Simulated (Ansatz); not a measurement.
## What a trial cell of P₃N relaxes into

These are results of Ansatz, DFT PBE, scalar-relativistic, plane waves, PAW, not measurements. Cutoff 420 eV, Γ-centred k mesh, Gaussian smearing, no spin polarisation in the final step.

This is the end of a relaxation of cell and atoms.

```
CELL_PARAMETERS angstrom
6.01788 0.00000 0.00000
-3.00894 5.21164 0.00000
0.00000 0.00000 4.93292
ATOMIC_POSITIONS crystal
P 0.79302 0.79302 0.82692
P 0.20698 0.00000 0.82692
P 0.00000 0.20698 0.82692
N 0.00000 0.00000 0.09972
```

Formation energies are uncorrected and refer to the elements' standard structures at the same level (N₂ as a molecule).

(1) What space group does it have?

(2) What is its formation energy per atom?

(3) Is it a metal?

Results:

(1) P31m (No. 157). Conventional cell: a = 6.018 Å, c = 4.933 Å. Around P lie 1 N at 1.83 Å and 2 P at 2.16 Å; around N lie 3 P at 1.83 Å.

(2) 0.452 eV/atom.

(3) No, the gap on the 6×6×6 mesh is 3.31 eV.

The final run used a 6×6×6 mesh on its 4-atom cell and 0.02 eV smearing. No dispersion correction is applied, so the spacing between layers, chains or molecules is poorly fixed, and with it the volume and density. The cell came from a trial start, so P₃N may not exist in this structure.

Cost: 3 runs of about 1.4 core-minutes in all, on Intel Xeon 6975P-C (Granite Rapids) (shared hosts).